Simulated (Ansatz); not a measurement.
# C2H6O4: the cost of one run

Program: Ansatz 0.2.0. Level of theory: UKS PBE0/6-31G. These are calculated values, not measurements.

## (1) The starting structure

Bond lengths: O2–C3 1.251 Å, C3–O4 1.323 Å, C3–O5 1.262 Å, O7–C8 1.409 Å, O4–H9 0.969 Å, C8–H10 1.092 Å, C8–H11 1.093 Å, C8–H12 1.091 Å. Angles: O2–C3–O4 117.5°, O2–C3–O5 124.5°, O4–C3–O5 118.0°, C3–O4–H9 110.7°, O7–C8–H10 109.0°, O7–C8–H11 111.9°, O7–C8–H12 108.8°, H10–C8–H11 109.1°, H10–C8–H12 108.9°, H11–C8–H12 109.1°.

As a file:

```xyz
12

H    -0.3040   -0.7615   -0.6708
O    -1.0969    0.1022   -1.1842
C    -1.3833    0.8846   -0.2507
O    -2.2503    1.8503   -0.5074
O    -0.8991    0.8167    0.9127
H    -0.1555   -0.2250    0.9073
O     0.3806   -1.2140    0.3058
C     1.7559   -0.9944    0.0909
H    -2.4100    2.3870    0.2829
H     2.2869   -1.1121    1.0373
H     1.9510    0.0047   -0.3072
H     2.1248   -1.7386   -0.6165
```

## (2) Run 1

150 steps of 0.5 fs at constant energy, with velocities drawn for 1000 K.

Input file input.yaml:

```yaml
crystal:
  periodic: [false, false, false]
  atoms:
    - { symbol: H, position_ang: [-0.304, -0.7615, -0.6708] }
    - { symbol: O, position_ang: [-1.0969, 0.1022, -1.1842] }
    - { symbol: C, position_ang: [-1.3833, 0.8846, -0.2507] }
    - { symbol: O, position_ang: [-2.2503, 1.8503, -0.5074] }
    - { symbol: O, position_ang: [-0.8991, 0.8167, 0.9127] }
    - { symbol: H, position_ang: [-0.1555, -0.225, 0.9073] }
    - { symbol: O, position_ang: [0.3806, -1.214, 0.3058] }
    - { symbol: C, position_ang: [1.7559, -0.9944, 0.0909] }
    - { symbol: H, position_ang: [-2.41, 2.387, 0.2829] }
    - { symbol: H, position_ang: [2.2869, -1.1121, 1.0373] }
    - { symbol: H, position_ang: [1.951, 0.0047, -0.3072] }
    - { symbol: H, position_ang: [2.1248, -1.7386, -0.6165] }
magnetization:
  spin_polarized: true
basis:
  gaussian: { orbitals: "6-31G" }
hamiltonian:
  xc: pbe0
md:
  timestep: 0.5
  n_steps: 150
  ensemble: nve
  temperature: 1000.0
  initial_velocities: maxwell_boltzmann
  seed: 454497
```

Started as:

```
ansatz run input.yaml --threads 1 --pin off --max-ram 2048MiB --backend cpu --events-out ev --progress --plain --runs-dir out
```

Q: Estimate wall time and peak memory on 1 thread of Arm Neoverse N1, shared host.

About 23 min, with a peak of 0.2 GiB.
